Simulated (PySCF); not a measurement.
**C2H3Br, a complex of two parts: interaction energy, part 1 of 3**

Aim: the interaction energy of `C#C` with `Br`.

Programs: PySCF 2.14.0. All values are calculated, for the isolated system unless a continuum is named. Atoms count from 0, parts from 1.

### Step 1. Starting point

6 atoms, charge 0, multiplicity 1; geometry: GFN2-xTB. Parts: 1 = atoms 0–3, `C#C`, charge 0; 2 = atoms 4–5, `Br`, charge 0.

### Step 2. Geometry optimisation at PBE0-D3(BJ)/def2-TZVPD

Job settings and geometry (Å):

```
{"job": {"xc": "PBE0", "basis": "def2-TZVPD", "d3": "d3bj", "grid": 3, "kind": "geom", "shake": 0.01}, "charge": 0, "multiplicity": 1, "parts": [{"atoms": "0-3", "charge": 0, "multiplicity": 1}, {"atoms": "4-5", "charge": 0, "multiplicity": 1}]}
C     -0.496954     0.021898     0.186161
C      0.590709     0.073460    -0.255140
H     -1.516065     0.015253     0.555324
H      1.607941     0.091489    -0.640750
Br     0.369435     3.642183     0.539775
H      0.230470     2.266506     0.314244
```

Launch:

```bash
OMP_NUM_THREADS=1 python cluster_run.py task.json out
```

This one command runs all jobs of the session in turn.

The log of the run:

```text
step   0  E = -2651.71984434  max force = 0.066471
step   1  E = -2651.72204668  max force = 0.005867
step   2  E = -2651.72225370  max force = 0.001498
step   3  E = -2651.72231083  max force = 0.000994
step   4  E = -2651.72235551  max force = 0.000181
step   5  E = -2651.72235598  max force = 0.000068
optimisation converged
```

Wall time 80 s (1 thread of Arm Neoverse N1, shared host); peak memory 0.6 GiB.

Along the way:

```csv
step,energy from step 0 (eV),largest force component (eV/Å)
0,0.0000,3.4181
1,-0.0599,0.3017
2,-0.0656,0.0770
3,-0.0671,0.0511
4,-0.0683,0.0093
5,-0.0683,0.0035
```

Distances of close pairs at the start and the end, largest changes first:

```csv
bond,before (Å),after (Å),change (Å)
Br4–H5,1.401,1.433,+0.032
C0–C1,1.175,1.199,+0.024
C1–H3,1.088,1.066,-0.022
C0–H2,1.084,1.066,-0.018
```

The final coordinates are the input of the step that follows.

```csv
at the end point,value
"rotational constants (GHz, main isotopes)","35.593, 1.831, 1.741"
dipole moment (D),1.76
```

Contacts at the end point (a selection, picked against the atoms' radii; other short pairs can be missing):

```csv
atoms,distance (Å),kind (by distance and angle),angle (°)
C0···H5,2.39,inside the van der Waals sum,–
```

Against the parts relaxed at this level the binding energy is -3.37 kcal/mol, without counterpoise.

### Step 3. Coupled-cluster interaction energy: CCSD(T) and MP2, 2.39 Å

Job settings and geometry (Å):

```
{"job": {"kind": "intercc", "basis": "aug-cc-pVDZ", "basis_mid": "aug-cc-pVTZ", "basis_large": "aug-cc-pVQZ"}, "charge": 0, "multiplicity": 1, "parts": [{"atoms": "0-3", "charge": 0, "multiplicity": 1}, {"atoms": "4-5", "charge": 0, "multiplicity": 1}]}
C     -0.424184    -0.001339     0.108198
C      0.697333     0.031453    -0.313239
H     -1.421401    -0.034984     0.482409
H      1.694381     0.057084    -0.688450
Br     0.215569     3.694983     0.635454
H      0.202826     2.291324     0.348781
```

With the program's defaults for keys left out, this is: CCSD(T)/aug-cc-pVDZ and MP2/aug-cc-pVTZ, aug-cc-pVQZ counterpoise interaction energy, frozen core, gas phase.

The log of the run:

```text
part 1, own basis, geometry of the cluster
final grid: 33160 points
cycle   1  E = -76.8282361518  dE =  1.784e-01  |g| = 2.472e-01  |ddm| = 4.086e+00
cycle   2  E = -76.8489962365  dE = -2.076e-02  |g| = 5.639e-02  |ddm| = 1.048e+00
cycle   3  E = -76.8503625680  dE = -1.366e-03  |g| = 1.159e-02  |ddm| = 1.769e-01
cycle   4  E = -76.8504113781  dE = -4.881e-05  |g| = 2.454e-03  |ddm| = 4.175e-02
cycle   5  E = -76.8504130728  dE = -1.695e-06  |g| = 3.588e-04  |ddm| = 6.957e-03
cycle   6  E = -76.8504131569  dE = -8.403e-08  |g| = 9.635e-05  |ddm| = 1.725e-03
cycle   7  E = -76.8504131624  dE = -5.572e-09  |g| = 1.124e-05  |ddm| = 5.343e-04
cycle   8  E = -76.8504131625  dE = -8.947e-11  |g| = 4.194e-06  |ddm| = 6.915e-05
converged SCF energy = -76.8504131625

part 2, own basis, geometry of the cluster
final grid: 18448 points
cycle   1  E = -2573.0323745222  dE = -1.141e+00  |g| = 2.017e-01  |ddm| = 2.375e+00
cycle   2  E = -2573.0467758812  dE = -1.440e-02  |g| = 7.342e-02  |ddm| = 4.282e-01
cycle   3  E = -2573.0483362029  dE = -1.560e-03  |g| = 1.697e-02  |ddm| = 9.708e-02
cycle   4  E = -2573.0485081537  dE = -1.720e-04  |g| = 5.873e-03  |ddm| = 2.796e-02
cycle   5  E = -2573.0485301498  dE = -2.200e-05  |g| = 1.810e-03  |ddm| = 8.870e-03
cycle   6  E = -2573.0485325651  dE = -2.415e-06  |g| = 3.163e-04  |ddm| = 3.728e-03
cycle   7  E = -2573.0485326403  dE = -7.520e-08  |g| = 5.127e-05  |ddm| = 9.309e-04
cycle   8  E = -2573.0485326415  dE = -1.230e-09  |g| = 7.071e-06  |ddm| = 1.190e-04
cycle   9  E = -2573.0485326416  dE = -4.502e-11  |g| = 1.094e-06  |ddm| = 2.749e-05
converged SCF energy = -2573.0485326416

part 1, own basis, relaxed alone
final grid: 33160 points
cycle   1  E = -76.8283704226  dE =  1.821e-01  |g| = 2.475e-01  |ddm| = 4.090e+00
cycle   2  E = -76.8491209083  dE = -2.075e-02  |g| = 5.641e-02  |ddm| = 1.052e+00
cycle   3  E = -76.8504850521  dE = -1.364e-03  |g| = 1.171e-02  |ddm| = 1.770e-01
cycle   4  E = -76.8505344666  dE = -4.941e-05  |g| = 2.479e-03  |ddm| = 4.192e-02
cycle   5  E = -76.8505361998  dE = -1.733e-06  |g| = 3.592e-04  |ddm| = 7.047e-03
cycle   6  E = -76.8505362842  dE = -8.439e-08  |g| = 9.634e-05  |ddm| = 1.732e-03
cycle   7  E = -76.8505362898  dE = -5.579e-09  |g| = 1.076e-05  |ddm| = 5.370e-04
cycle   8  E = -76.8505362898  dE = -9.000e-11  |g| = 1.587e-06  |ddm| = 7.060e-05
converged SCF energy = -76.8505362898

part 2, own basis, relaxed alone
final grid: 18448 points
cycle   1  E = -2573.0328232398  dE = -1.132e+00  |g| = 2.013e-01  |ddm| = 2.392e+00
cycle   2  E = -2573.0470368742  dE = -1.421e-02  |g| = 7.277e-02  |ddm| = 4.297e-01
cycle   3  E = -2573.0485645737  dE = -1.528e-03  |g| = 1.675e-02  |ddm| = 9.648e-02
cycle   4  E = -2573.0487333903  dE = -1.688e-04  |g| = 5.751e-03  |ddm| = 2.772e-02
cycle   5  E = -2573.0487544892  dE = -2.110e-05  |g| = 1.782e-03  |ddm| = 8.669e-03
cycle   6  E = -2573.0487567774  dE = -2.288e-06  |g| = 3.107e-04  |ddm| = 3.626e-03
cycle   7  E = -2573.0487568500  dE = -7.257e-08  |g| = 5.008e-05  |ddm| = 9.165e-04
cycle   8  E = -2573.0487568512  dE = -1.189e-09  |g| = 7.039e-06  |ddm| = 1.178e-04
cycle   9  E = -2573.0487568512  dE = -4.684e-11  |g| = 1.080e-06  |ddm| = 2.751e-05
converged SCF energy = -2573.0487568512

cluster
final grid: 6480 points
cycle   1  E = -2649.8987379243  dE = -3.849e-03  |g| = 2.162e-02  |ddm| = 4.833e-01
cycle   2  E = -2649.8990803288  dE = -3.424e-04  |g| = 7.376e-03  |ddm| = 7.440e-02
cycle   3  E = -2649.8991342446  dE = -5.392e-05  |g| = 1.789e-03  |ddm| = 2.808e-02
cycle   4  E = -2649.8991372093  dE = -2.965e-06  |g| = 5.695e-04  |ddm| = 6.145e-03
cycle   5  E = -2649.8991374042  dE = -1.949e-07  |g| = 2.741e-04  |ddm| = 1.525e-03
cycle   6  E = -2649.8991374300  dE = -2.578e-08  |g| = 3.743e-05  |ddm| = 4.676e-04
cycle   7  E = -2649.8991374309  dE = -9.468e-10  |g| = 8.977e-06  |ddm| = 1.395e-04
converged SCF energy = -2649.8991374309

part 1 in the basis of the cluster
final grid: 6480 points
cycle   1  E = -76.8504778806  dE = -6.443e-05  |g| = 1.682e-03  |ddm| = 2.624e-01
cycle   2  E = -76.8504787900  dE = -9.095e-07  |g| = 2.206e-04  |ddm| = 2.983e-02
cycle   3  E = -76.8504788120  dE = -2.199e-08  |g| = 1.920e-05  |ddm| = 4.737e-03
cycle   4  E = -76.8504788122  dE = -2.247e-10  |g| = 4.986e-06  |ddm| = 2.867e-04
converged SCF energy = -76.8504788122

part 2 in the basis of the cluster
final grid: 6480 points
cycle   1  E = -2573.0485483424  dE = -1.874e-05  |g| = 7.161e-04  |ddm| = 2.936e-01
cycle   2  E = -2573.0485485198  dE = -1.774e-07  |g| = 1.096e-04  |ddm| = 2.986e-02
cycle   3  E = -2573.0485485241  dE = -4.269e-09  |g| = 3.597e-05  |ddm| = 3.932e-03
cycle   4  E = -2573.0485485242  dE = -1.728e-10  |g| = 4.631e-06  |ddm| = 3.139e-04
converged SCF energy = -2573.0485485242

Interaction energy (kcal/mol)
  counterpoise       -2.903
  uncorrected        -3.847
  dispersion part     0.000
  deformation         0.113
  binding            -2.790

Decomposition of the uncorrected value (kcal/mol)
  electrostatic      -4.890
  Pauli               7.434
  orbital            -2.666
  dispersion          0.000
  correlation        -3.725

Charge of each part in the cluster: 0.020 -0.020
part 1, own basis, geometry of the cluster
final grid: 33160 points
cycle   1  E = -76.8325112106  dE =  1.770e-01  |g| = 2.523e-01  |ddm| = 4.384e+00
cycle   2  E = -76.8533953172  dE = -2.088e-02  |g| = 5.732e-02  |ddm| = 6.925e-01
cycle   3  E = -76.8547734825  dE = -1.378e-03  |g| = 1.262e-02  |ddm| = 2.186e-01
cycle   4  E = -76.8548285757  dE = -5.509e-05  |g| = 2.555e-03  |ddm| = 4.643e-02
cycle   5  E = -76.8548304186  dE = -1.843e-06  |g| = 3.723e-04  |ddm| = 5.801e-03
cycle   6  E = -76.8548305075  dE = -8.884e-08  |g| = 1.034e-04  |ddm| = 1.308e-03
cycle   7  E = -76.8548305136  dE = -6.180e-09  |g| = 1.239e-05  |ddm| = 6.346e-04
cycle   8  E = -76.8548305138  dE = -1.100e-10  |g| = 4.087e-06  |ddm| = 1.012e-04
converged SCF energy = -76.8548305138

part 2, own basis, geometry of the cluster
final grid: 18448 points
cycle   1  E = -2573.0347844493  dE = -1.153e+00  |g| = 2.278e-01  |ddm| = 6.952e+00
cycle   2  E = -2573.0496072572  dE = -1.482e-02  |g| = 8.749e-02  |ddm| = 4.699e-01
cycle   3  E = -2573.0512465396  dE = -1.639e-03  |g| = 1.680e-02  |ddm| = 1.278e-01
cycle   4  E = -2573.0514257878  dE = -1.792e-04  |g| = 5.488e-03  |ddm| = 4.140e-02
cycle   5  E = -2573.0514489849  dE = -2.320e-05  |g| = 1.799e-03  |ddm| = 1.493e-02
cycle   6  E = -2573.0514507774  dE = -1.793e-06  |g| = 4.026e-04  |ddm| = 4.708e-03
cycle   7  E = -2573.0514508658  dE = -8.838e-08  |g| = 7.695e-05  |ddm| = 1.278e-03
cycle   8  E = -2573.0514508682  dE = -2.379e-09  |g| = 1.020e-05  |ddm| = 2.434e-04
cycle   9  E = -2573.0514508682  dE = -5.275e-11  |g| = 1.630e-06  |ddm| = 3.698e-05
converged SCF energy = -2573.0514508682

part 1, own basis, relaxed alone
final grid: 33160 points
cycle   1  E = -76.8326486518  dE =  1.807e-01  |g| = 2.526e-01  |ddm| = 4.393e+00
cycle   2  E = -76.8535243204  dE = -2.088e-02  |g| = 5.735e-02  |ddm| = 6.933e-01
cycle   3  E = -76.8549004548  dE = -1.376e-03  |g| = 1.274e-02  |ddm| = 2.183e-01
cycle   4  E = -76.8549562234  dE = -5.577e-05  |g| = 2.576e-03  |ddm| = 4.677e-02
cycle   5  E = -76.8549581009  dE = -1.878e-06  |g| = 3.726e-04  |ddm| = 5.859e-03
cycle   6  E = -76.8549581901  dE = -8.917e-08  |g| = 1.034e-04  |ddm| = 1.312e-03
cycle   7  E = -76.8549581963  dE = -6.189e-09  |g| = 1.198e-05  |ddm| = 6.382e-04
cycle   8  E = -76.8549581964  dE = -1.107e-10  |g| = 1.691e-06  |ddm| = 1.029e-04
converged SCF energy = -76.8549581964

part 2, own basis, relaxed alone
final grid: 18448 points
cycle   1  E = -2573.0352439756  dE = -1.144e+00  |g| = 2.274e-01  |ddm| = 6.965e+00
cycle   2  E = -2573.0498765756  dE = -1.463e-02  |g| = 8.727e-02  |ddm| = 4.701e-01
cycle   3  E = -2573.0514871788  dE = -1.611e-03  |g| = 1.663e-02  |ddm| = 1.291e-01
cycle   4  E = -2573.0516636013  dE = -1.764e-04  |g| = 5.350e-03  |ddm| = 4.069e-02
cycle   5  E = -2573.0516861424  dE = -2.254e-05  |g| = 1.679e-03  |ddm| = 1.458e-02
cycle   6  E = -2573.0516877026  dE = -1.560e-06  |g| = 3.916e-04  |ddm| = 4.377e-03
cycle   7  E = -2573.0516877842  dE = -8.166e-08  |g| = 7.526e-05  |ddm| = 1.231e-03
cycle   8  E = -2573.0516877865  dE = -2.238e-09  |g| = 1.017e-05  |ddm| = 2.391e-04
cycle   9  E = -2573.0516877866  dE = -7.185e-11  |g| = 1.623e-06  |ddm| = 3.682e-05
converged SCF energy = -2573.0516877866

cluster
final grid: 6480 points
cycle   1  E = -2649.9059833350  dE = -3.828e-03  |g| = 2.172e-02  |ddm| = 4.247e-01
cycle   2  E = -2649.9063309912  dE = -3.477e-04  |g| = 7.471e-03  |ddm| = 6.287e-02
cycle   3  E = -2649.9063856598  dE = -5.467e-05  |g| = 1.889e-03  |ddm| = 2.818e-02
cycle   4  E = -2649.9063889447  dE = -3.285e-06  |g| = 5.873e-04  |ddm| = 7.695e-03
cycle   5  E = -2649.9063891531  dE = -2.084e-07  |g| = 2.795e-04  |ddm| = 1.821e-03
cycle   6  E = -2649.9063891797  dE = -2.665e-08  |g| = 4.090e-05  |ddm| = 5.214e-04
cycle   7  E = -2649.9063891807  dE = -1.001e-09  |g| = 1.146e-05  |ddm| = 1.548e-04
cycle   8  E = -2649.9063891808  dE = -6.594e-11  |g| = 3.441e-06  |ddm| = 3.438e-05
converged SCF energy = -2649.9063891808

part 1 in the basis of the cluster
final grid: 6480 points
cycle   1  E = -76.8548434990  dE = -1.263e-05  |g| = 6.652e-04  |ddm| = 2.354e-01
cycle   2  E = -76.8548436351  dE = -1.362e-07  |g| = 7.342e-05  |ddm| = 2.412e-02
cycle   3  E = -76.8548436377  dE = -2.625e-09  |g| = 6.006e-06  |ddm| = 3.440e-03
cycle   4  E = -76.8548436378  dE = -2.336e-11  |g| = 2.604e-06  |ddm| = 2.298e-04
converged SCF energy = -76.8548436378

part 2 in the basis of the cluster
final grid: 6480 points
cycle   1  E = -2573.0514530951  dE = -4.161e-06  |g| = 3.093e-04  |ddm| = 2.361e-01
cycle   2  E = -2573.0514531374  dE = -4.232e-08  |g| = 4.034e-05  |ddm| = 2.038e-02
cycle   3  E = -2573.0514531384  dE = -9.727e-10  |g| = 8.123e-06  |ddm| = 2.501e-03
converged SCF energy = -2573.0514531384

Interaction energy (kcal/mol)
  counterpoise       -3.097
  uncorrected        -3.845
  dispersion part     0.000
  deformation         0.144
  binding            -2.953

Decomposition of the uncorrected value (kcal/mol)
  electrostatic      -4.879
  Pauli               7.468
  orbital            -2.657
  dispersion          0.000
  correlation        -3.776

Charge of each part in the cluster: 0.020 -0.020
part 1 in the basis of the cluster: E(HF) = -76.828790964  E2 = -0.263050518  E(CCSD corr) = -0.279248932  (T) = -0.012279713
part 2 in the basis of the cluster: E(HF) = -2572.973739959  E2 = -0.151876393  E(CCSD corr) = -0.165975567  (T) = -0.003923073
cluster: E(HF) = -2649.802626740  E2 = -0.418391830  E(CCSD corr) = -0.447237753  (T) = -0.016679709

Counterpoise interaction energy (kcal/mol)
  hf_small                  -0.060
  mp2_small                 -2.234
  ccsd_small                -1.323
  ccsdt_small               -1.623
  hf_large                  -0.058
  mp2_large                 -3.097
  hf_middle                 -0.069
  mp2_middle                -2.903
  scs_mp2_large             -2.263
  mp2_limit                 -3.247
  ccsdt_less_mp2             0.612
  ccsdt_limit_estimate      -2.635
  bsse_mp2_large             0.747
```

It took 4.5 min on 1 thread of Arm Neoverse N1, shared host; peak memory 1.5 GiB.

Contacts at this geometry (a selection, picked against the atoms' radii; other short pairs can be missing):

```csv
atoms,distance (Å),kind (by distance and angle),angle (°)
C0···H5,2.39,inside the van der Waals sum,–
```

Differences are taken before rounding.

```csv
method,interaction energy (kcal/mol),"from CCSD(T), limit estimate (kcal/mol)"
HF/aug-cc-pVDZ,-0.06,+2.58
MP2/aug-cc-pVDZ,-2.23,+0.40
CCSD/aug-cc-pVDZ,-1.32,+1.31
CCSD(T)/aug-cc-pVDZ,-1.62,+1.01
HF/aug-cc-pVQZ,-0.06,+2.58
MP2/aug-cc-pVQZ,-3.10,-0.46
SCS-MP2/aug-cc-pVQZ,-2.26,+0.37
"MP2, extrapolated",-3.25,-0.61
"CCSD(T), limit estimate",-2.64,0
```

These energies keep the parts at their geometry in the cluster; deforming them to it costs 0.14 kcal/mol (MP2).

### Step 4. Coupled-cluster interaction energy: CCSD(T) and MP2, 2.51 Å

The job, as its differences from that of step 3:

```diff
@@ -5,3 +5,3 @@
 H      1.694381     0.057084    -0.688450
-Br     0.215569     3.694983     0.635454
-H      0.202826     2.291324     0.348781
+Br     0.246920     3.809616     0.647483
+H      0.234177     2.405957     0.360810
```

Method: CCSD(T)/aug-cc-pVDZ and MP2/aug-cc-pVTZ, aug-cc-pVQZ counterpoise interaction energy, frozen core, gas phase.

The log of the run:

```text
part 1, own basis, geometry of the cluster: E = -76.8504131625 (as before)

part 2, own basis, geometry of the cluster: E = -2573.0485326416 (as before)

part 1, own basis, relaxed alone: E = -76.8505362898 (as before)

part 2, own basis, relaxed alone: E = -2573.0487568512 (as before)

cluster
final grid: 6480 points
cycle   1  E = -2649.8996516192  dE = -2.765e-03  |g| = 1.804e-02  |ddm| = 4.480e-01
cycle   2  E = -2649.8998911003  dE = -2.395e-04  |g| = 6.083e-03  |ddm| = 7.008e-02
cycle   3  E = -2649.8999278987  dE = -3.680e-05  |g| = 1.514e-03  |ddm| = 2.466e-02
cycle   4  E = -2649.8999300079  dE = -2.109e-06  |g| = 4.671e-04  |ddm| = 5.174e-03
cycle   5  E = -2649.8999301434  dE = -1.355e-07  |g| = 2.093e-04  |ddm| = 1.281e-03
cycle   6  E = -2649.8999301588  dE = -1.537e-08  |g| = 3.817e-05  |ddm| = 3.710e-04
cycle   7  E = -2649.8999301595  dE = -7.149e-10  |g| = 1.189e-05  |ddm| = 1.039e-04
converged SCF energy = -2649.8999301595

part 1 in the basis of the cluster
final grid: 6480 points
cycle   1  E = -76.8504738006  dE = -6.039e-05  |g| = 1.588e-03  |ddm| = 2.568e-01
cycle   2  E = -76.8504746385  dE = -8.379e-07  |g| = 2.075e-04  |ddm| = 2.929e-02
cycle   3  E = -76.8504746584  dE = -1.995e-08  |g| = 1.847e-05  |ddm| = 4.466e-03
cycle   4  E = -76.8504746586  dE = -2.123e-10  |g| = 4.927e-06  |ddm| = 2.426e-04
converged SCF energy = -76.8504746586

part 2 in the basis of the cluster
final grid: 6480 points
cycle   1  E = -2573.0485464610  dE = -1.660e-05  |g| = 6.657e-04  |ddm| = 2.691e-01
cycle   2  E = -2573.0485466170  dE = -1.560e-07  |g| = 1.001e-04  |ddm| = 2.672e-02
cycle   3  E = -2573.0485466208  dE = -3.742e-09  |g| = 3.212e-05  |ddm| = 3.500e-03
cycle   4  E = -2573.0485466209  dE = -1.423e-10  |g| = 4.335e-06  |ddm| = 2.606e-04
converged SCF energy = -2573.0485466209

Interaction energy (kcal/mol)
  counterpoise       -2.898
  uncorrected        -3.731
  dispersion part     0.000
  deformation         0.113
  binding            -2.784

Decomposition of the uncorrected value (kcal/mol)
  electrostatic      -3.915
  Pauli               5.206
  orbital            -1.910
  dispersion          0.000
  correlation        -3.111

Charge of each part in the cluster: 0.016 -0.016
part 1, own basis, geometry of the cluster: E = -76.8548305138 (as before)

part 2, own basis, geometry of the cluster: E = -2573.0514508682 (as before)

part 1, own basis, relaxed alone: E = -76.8549581964 (as before)

part 2, own basis, relaxed alone: E = -2573.0516877866 (as before)

cluster
final grid: 6480 points
cycle   1  E = -2649.9069080860  dE = -2.759e-03  |g| = 1.821e-02  |ddm| = 3.854e-01
cycle   2  E = -2649.9071532221  dE = -2.451e-04  |g| = 6.199e-03  |ddm| = 5.479e-02
cycle   3  E = -2649.9071907707  dE = -3.755e-05  |g| = 1.627e-03  |ddm| = 2.347e-02
cycle   4  E = -2649.9071931376  dE = -2.367e-06  |g| = 5.153e-04  |ddm| = 6.544e-03
cycle   5  E = -2649.9071932927  dE = -1.551e-07  |g| = 2.117e-04  |ddm| = 1.555e-03
cycle   6  E = -2649.9071933094  dE = -1.672e-08  |g| = 4.527e-05  |ddm| = 4.708e-04
cycle   7  E = -2649.9071933102  dE = -8.386e-10  |g| = 1.509e-05  |ddm| = 1.209e-04
converged SCF energy = -2649.9071933102

part 1 in the basis of the cluster
final grid: 6480 points
cycle   1  E = -76.8548425138  dE = -1.169e-05  |g| = 6.213e-04  |ddm| = 2.253e-01
cycle   2  E = -76.8548426357  dE = -1.220e-07  |g| = 6.778e-05  |ddm| = 2.175e-02
cycle   3  E = -76.8548426381  dE = -2.315e-09  |g| = 5.790e-06  |ddm| = 2.975e-03
cycle   4  E = -76.8548426381  dE = -2.098e-11  |g| = 2.635e-06  |ddm| = 1.993e-04
converged SCF energy = -76.8548426381

part 2 in the basis of the cluster
final grid: 6480 points
cycle   1  E = -2573.0514527579  dE = -3.668e-06  |g| = 2.877e-04  |ddm| = 2.257e-01
cycle   2  E = -2573.0514527953  dE = -3.742e-08  |g| = 3.755e-05  |ddm| = 1.848e-02
cycle   3  E = -2573.0514527962  dE = -8.640e-10  |g| = 7.237e-06  |ddm| = 2.200e-03
converged SCF energy = -2573.0514527962

Interaction energy (kcal/mol)
  counterpoise       -3.054
  uncorrected        -3.691
  dispersion part     0.000
  deformation         0.144
  binding            -2.910

Decomposition of the uncorrected value (kcal/mol)
  electrostatic      -3.898
  Pauli               5.235
  orbital            -1.911
  dispersion          0.000
  correlation        -3.118

Charge of each part in the cluster: 0.016 -0.016
part 1 in the basis of the cluster: E(HF) = -76.828779086  E2 = -0.262955526  E(CCSD corr) = -0.279161444  (T) = -0.012265259
part 2 in the basis of the cluster: E(HF) = -2572.973726880  E2 = -0.151761474  E(CCSD corr) = -0.165857299  (T) = -0.003912261
cluster: E(HF) = -2649.803422078  E2 = -0.417590451  E(CCSD corr) = -0.446700968  (T) = -0.016579216

Counterpoise interaction energy (kcal/mol)
  hf_small                  -0.575
  mp2_small                 -2.378
  ccsd_small                -1.631
  ccsdt_small               -1.883
  hf_large                  -0.563
  mp2_large                 -3.054
  hf_middle                 -0.570
  mp2_middle                -2.898
  scs_mp2_large             -2.362
  mp2_limit                 -3.172
  ccsdt_less_mp2             0.495
  ccsdt_limit_estimate      -2.677
  bsse_mp2_large             0.638
```

It took 4.3 min on 1 thread of Arm Neoverse N1, shared host; peak memory 1.5 GiB.

Contacts at this geometry (a selection, picked against the atoms' radii; other short pairs can be missing):

```csv
atoms,distance (Å),kind (by distance and angle),angle (°)
C0···H5,2.51,inside the van der Waals sum,–
```

Differences are taken before rounding.

```csv
method,interaction energy (kcal/mol),"from CCSD(T), limit estimate (kcal/mol)"
HF/aug-cc-pVDZ,-0.57,+2.10
MP2/aug-cc-pVDZ,-2.38,+0.30
CCSD/aug-cc-pVDZ,-1.63,+1.05
CCSD(T)/aug-cc-pVDZ,-1.88,+0.79
HF/aug-cc-pVQZ,-0.56,+2.11
MP2/aug-cc-pVQZ,-3.05,-0.38
SCS-MP2/aug-cc-pVQZ,-2.36,+0.32
"MP2, extrapolated",-3.17,-0.50
"CCSD(T), limit estimate",-2.68,0
```

These energies keep the parts at their geometry in the cluster; deforming them to it costs 0.14 kcal/mol (MP2).

(Continued in part 2 of 3.)
